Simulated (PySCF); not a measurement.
A structure optimised at PBE-D3(BJ)/def2-TZVPD, used in a PySCF frequency run:

```xyz
2

N      0.0000     0.0000    -0.6174
O      0.0000     0.0000     0.5402
```
Charge 0, spin multiplicity 2.

Task: Write its SMILES, formula and point group.

Result: [N]=O, NO, C∞v

Task: What are its rotational constants (standard atomic weights)?

Result: 50.497 GHz (linear rotor, B only)
